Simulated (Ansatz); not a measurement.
Two structures, one formula

Two relaxed structures of CH₃OSi (charge -1), closed shell (PBE0-D4/def2-TZVPD; forces vanish, vibrations not checked).

A:

O1  (-0.894, -1.111, -0.315)
C2  (-0.062, -0.216, -0.415)
Si3  (1.292, 0.381, 0.777)
H4  (1.137, 1.865, 0.450)
H5  (0.034, 0.268, -1.438)
H6  (0.565, 0.337, 2.116)
(Å)

B:

O1  (-1.101, -0.472, -0.105)
C2  (0.167, 0.092, -0.358)
Si3  (1.430, 0.591, 0.772)
H4  (-1.522, -0.634, -0.952)
H5  (0.336, 0.218, -1.435)
H6  (0.690, 0.204, 2.080)
(Å)

Computed with Ansatz 0.2.0 (basis: def2-TZVPPD); correlated methods freeze the cores. B3LYP uses VWN-RPA correlation.

(1) Which structure is lower at CCSD(T), and by how much? (An estimate is asked for; the value comes from the calculation.)

The T1 diagnostic stays at or below 0.022. The restricted Hartree–Fock reference is unstable towards an unrestricted one at one or more of these structures.

## Answers

(1) Computed: A, by 0.991 eV (electronic energy, against the other). By their contacts, A is CH₃OSi ([O][CH][SiH2]), total charge -1 and B is CH₃OSi ([OH][CH][SiH]), total charge -1.

All methods give the same order:

| method | E(B) − E(A) (eV) |
| --- | --- |
| PBE-D4 | 1.111 |
| r2SCAN-D4 | 1.139 |
| PBE0-D4 | 1.090 |
| B3LYP-D4 | 1.165 |
| wB97M-V | 1.079 |
| HF | 1.335 |
| MP2 | 0.949 |
| CCSD | 1.032 |
| CCSD(T) | 0.991 |

Labels in which every atom is bracketed show which atoms are joined, not bond orders.

For scale, one of the runs: CCSD(T)/def2-TZVPPD, 176 basis functions, launched by `ansatz run in.yaml --threads 2 --pin off --events-out ev --progress --plain --max-ram 4352MiB`. Time: 24 s of wall clock on 2 CPU threads of an Arm Neoverse V2; the host was shared. Peak host memory: 1.6 GiB.
